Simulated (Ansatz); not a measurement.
Molecule (SMILES): [SiH3] (SiH3), doublet.
Atoms: Si1, H2, H3, H4. Bonds: Si1-H2, Si1-H3, Si1-H4.

Basis-set convergence of the harmonic zero-point energy at PBE with Ansatz (a quantum-chemistry and plane-wave program). Each level at its own minimum, finite differences of forces, unscaled; the reference is a large set that could be run, not a limit. Cartesian d functions, on some or all atoms, in 6-31G*, 6-31+G*, 6-311G**, 6-311+G**; all else is spherical. The program fits the integrals of some runs and decomposes those of others, by size. Open shells are unrestricted. No added dispersion term, no relativity. Reference: the value in aug-pcseg-2, 12.85 kcal/mol, itself unsure by roughly 0.01 kcal/mol (its mean distance from aug-cc-pV(T+d)Z, def2-TZVPPD). Deviations are taken from unrounded values.

| basis | functions | harmonic zero-point energy (kcal/mol) |
|---|---|---|
| 6-31G* | 25 | 12.94 |
| 6-31+G* | 29 | 12.96 |
| def2-SVP | 33 | 12.85 |
| def2-SVPD | 48 | 12.85 |
| pcseg-1 | 33 | 12.88 |
| aug-pcseg-1 | 54 | 12.83 |
| cc-pV(D+d)Z | 38 | 12.79 |
| aug-cc-pV(D+d)Z | 59 | 12.78 |
| 6-311G** | 45 | 12.87 |
| 6-311+G** | 49 | 12.87 |
| def2-TZVP | 55 | 12.87 |
| def2-TZVPD | 70 | 12.86 |
| pcseg-2 | 76 | 12.85 |
| aug-pcseg-2 | 119 | 12.85 |
| cc-pV(T+d)Z | 81 | 12.84 |
| aug-cc-pV(T+d)Z | 124 | 12.82 |
| def2-TZVPP | 84 | 12.85 |
| def2-TZVPPD | 99 | 12.85 |

What the diffuse functions change, pair by pair:
- 6-31G* to 6-31+G*: 4 more functions, deviation 0.10 to 0.11 kcal/mol
- def2-SVP to def2-SVPD: 15 more functions, deviation 0.00 to 0.00 kcal/mol
- pcseg-1 to aug-pcseg-1: 21 more functions, deviation 0.03 to -0.02 kcal/mol
- cc-pV(D+d)Z to aug-cc-pV(D+d)Z: 21 more functions, deviation -0.06 to -0.06 kcal/mol
- 6-311G** to 6-311+G**: 4 more functions, deviation 0.02 to 0.02 kcal/mol
- def2-TZVP to def2-TZVPD: 15 more functions, deviation 0.02 to 0.01 kcal/mol
- pcseg-2 to aug-pcseg-2: 43 more functions, deviation 0.01 to 0.00 kcal/mol
- cc-pV(T+d)Z to aug-cc-pV(T+d)Z: 43 more functions, deviation -0.01 to -0.02 kcal/mol
- def2-TZVPP to def2-TZVPPD: 15 more functions, deviation 0.00 to 0.00 kcal/mol

Leaving out the reference's own pair, they bring the value nearer the reference by more than 0.01 kcal/mol in 1 of 8 pairs.
